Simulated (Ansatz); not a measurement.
Species: C₃H₅ (charge -1, singlet). It need not be the lowest isomer of its formula. Whether it binds its extra electron was not tested at this geometry. SMILES: [CH-]1CC1
Geometry: optimised at B3LYP-D3(BJ)/def2-TZVP (Ansatz, a first-principles code).

Parts of the frozen-core correlation energy in cc-pVTZ (Ansatz, hartree). Frozen orbitals: 3; correlated occupied orbitals by spin: 9 and 9; virtual: 148 and 148. No spin-orbit coupling. No relativistic terms.

```csv
term,value
reference (HF),-116.40717
MP2 opposite-spin,-0.40717
MP2 same-spin,-0.12295
CCSD correlation,-0.55492
(T),-0.02494
T1 diagnostic,0.010
largest doubles amplitude,0.038
```
